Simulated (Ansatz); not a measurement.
For SiSe2 (Ibam, No. 72), LDA (Ansatz, a first-principles code, PAW) gives:

volume per atom: 25.95 Å³/atom
enthalpy of formation: -0.375 eV/atom

Q: What does PBE in Ansatz (PAW) give for the same quantities?

A: 
- equilibrium volume per atom: 36.76 Å³/atom (rises by 42 %)
- formation enthalpy: -0.459 eV/atom (moves by -0.084 eV/atom)

For comparison: equilibrium volume per atom 28.28 Å³/atom (measured, temperature not stated, copied from a table, unchecked, no zero-point or thermal correction; as tabulated in Acta Crystallographica B 38, 1270 (1982)).

Changes are worked out from the printed values.

Unless a cell is named, each level is at its own relaxed cell (LDA 25.95, PBE 36.76 Å³/atom).

Ansatz's density-functional and Hartree–Fock values are scalar-relativistic unless marked +SOC, with PAW data made under PBE.
